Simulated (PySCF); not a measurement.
Which level of theory gave which numbers?

Species: HOCN.
Atom-mapped SMILES: `[N:1]#[C:2][OH:3]` (hydrogens: H4 on O3)

Cartesian coordinates in Å at the PBE0-D3(BJ)/def2-SVP level; atoms count from 1:
```xyz
4
CHNO angstrom
N      0.3748   -1.5749   -0.1474
C      0.1468   -0.4405   -0.0674
O     -0.0884    0.8184    0.0824
H     -0.4332    1.1970   -0.7394
```

The closed-shell ground state was solved 7 times with PySCF (density fitting, gas phase), always with PBE0, in these basis sets: 6-31+G*, 6-31G*, aug-cc-pVTZ, def2-SVP, def2-SVPD, def2-TZVP and pcJ-1.

```csv
row,total energy (Eh),HOMO (eV),LUMO (eV),dipole (D)
P,-168.3229,-8.82,0.21,3.96
Q,-168.5176,-9.02,-1.02,4.00
R,-168.4499,-9.02,-0.84,4.04
S,-168.3356,-9.07,-0.68,3.97
T,-168.4539,-8.98,-0.17,4.05
U,-168.5208,-8.97,-0.40,4.04
V,-168.4414,-8.68,0.62,3.97
```

Problem. Which basis belongs to which row?

Solution. P = def2-SVP, Q = aug-cc-pVTZ, R = 6-31+G*, S = def2-SVPD, T = pcJ-1, U = def2-TZVP, V = 6-31G*. From the lowest total energy up: def2-TZVP (99 functions) 0 eV; aug-cc-pVTZ (161 functions) +0.09 eV; pcJ-1 (91 functions) +1.82 eV; 6-31+G* (56 functions) +1.93 eV; 6-31G* (44 functions) +2.16 eV; def2-SVPD (71 functions) +5.04 eV; def2-SVP (47 functions) +5.39 eV.
